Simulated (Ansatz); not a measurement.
`C[SiH2]N` → CH₃NH₂ + `[SiH2]`  (silylene formation by 1,1-elimination)

Gas-phase electronic energies from Ansatz, PBE0-D4/def2-TZVP geometries. CCSD(T)/CBS is the MP2 limit (def2-TZVPP, def2-QZVPP) plus CCSD(T) − MP2 in def2-TZVPP, frozen cores. This one scheme is used for every species. DFT in def2-TZVPP. Each species was taken in one conformer, which may not be the lowest.

`C[SiH2]N`:

```xyz
10

C     1.094    0.275    0.827
Si   -0.014   -0.524   -0.452
N    -1.560    0.195   -0.680
H     2.048   -0.257    0.894
H     0.630    0.259    1.817
H     1.306    1.316    0.571
H    -0.249   -1.938   -0.051
H     0.682   -0.481   -1.768
H    -2.286    0.082    0.007
H    -1.652    1.073   -1.165
```

CH₃NH₂:

```xyz
7

C     0.435   -0.329   -0.160
N    -0.828    0.372   -0.003
H     1.211   -0.072    0.576
H     0.839   -0.128   -1.155
H     0.261   -1.406   -0.099
H    -0.691    1.373   -0.068
H    -1.226    0.191    0.909
```

`[SiH2]`:

```xyz
3

Si   -0.250    0.005   -0.666
H     0.650    0.933    0.143
H    -0.400   -0.938    0.523
```

```json
{"level": "LDA (SPW92)", "ΔE (kcal/mol)": "93.2", "difference from CCSD(T)/CBS": "5.7"}
{"level": "PBE-D4", "ΔE (kcal/mol)": "86.1", "difference from CCSD(T)/CBS": "-1.4"}
{"level": "BLYP-D4", "ΔE (kcal/mol)": "82.4", "difference from CCSD(T)/CBS": "-5.1"}
{"level": "PBE0-D4", "ΔE (kcal/mol)": "88.8", "difference from CCSD(T)/CBS": "1.3"}
{"level": "B2PLYP", "ΔE (kcal/mol)": "86.2", "difference from CCSD(T)/CBS": "-1.3"}
{"level": "PBE", "ΔE (kcal/mol)": "84.4", "difference from CCSD(T)/CBS": "-3.1"}
{"level": "BLYP", "ΔE (kcal/mol)": "78.8", "difference from CCSD(T)/CBS": "-8.7"}
{"level": "r2SCAN", "ΔE (kcal/mol)": "91.9", "difference from CCSD(T)/CBS": "4.4"}
{"level": "r2SCANh", "ΔE (kcal/mol)": "92.1", "difference from CCSD(T)/CBS": "4.6"}
{"level": "r2SCAN0", "ΔE (kcal/mol)": "92.4", "difference from CCSD(T)/CBS": "4.9"}
{"level": "BHLYP", "ΔE (kcal/mol)": "86.2", "difference from CCSD(T)/CBS": "-1.3"}
{"level": "RPA@PBE/def2-TZVPP", "ΔE (kcal/mol)": "78.9", "difference from CCSD(T)/CBS": "-8.6"}
{"level": "CCSD(T)/def2-SVP", "ΔE (kcal/mol)": "77.6", "difference from CCSD(T)/CBS": "-9.9"}
{"level": "CCSD(T)/def2-TZVPP", "ΔE (kcal/mol)": "85.1", "difference from CCSD(T)/CBS": "-2.4"}
{"level": "MP2/def2-QZVPP", "ΔE (kcal/mol)": "92.9", "difference from CCSD(T)/CBS": "5.4"}
{"level": "MP2/CBS(def2)", "ΔE (kcal/mol)": "93.8", "difference from CCSD(T)/CBS": "6.3"}
{"level": "CCSD(T)/CBS", "ΔE (kcal/mol)": "87.5", "difference from CCSD(T)/CBS": "0"}
```

Task: What do rigid-rotor, harmonic-oscillator terms from PBE0-D4/def2-TZVP frequencies (298.15 K, 1 bar) make of the CCSD(T)/CBS value? (Estimate.)

Result: Ansatz gave: ΔZPE = -2.1 kcal/mol, ΔH = +86.2 kcal/mol, ΔS = 144 J/(mol·K), ΔG = +76.0 kcal/mol.

Largest T1 diagnostic among the species: 0.014.

Leaving LDA and LC-ωPBE aside and taking each functional with its dispersion term where it has one, the values, not all of them listed here, spread over 10.5 kcal/mol, from BLYP-D4 to r2SCAN0-D4. LDA lies +8.8 kcal/mol from PBE without D4. In def2-TZVPP, CCSD(T) changes the Hartree–Fock value by +2.7 kcal/mol (the triples alone add +0.9 kcal/mol) and MP2 by +9.0 kcal/mol.
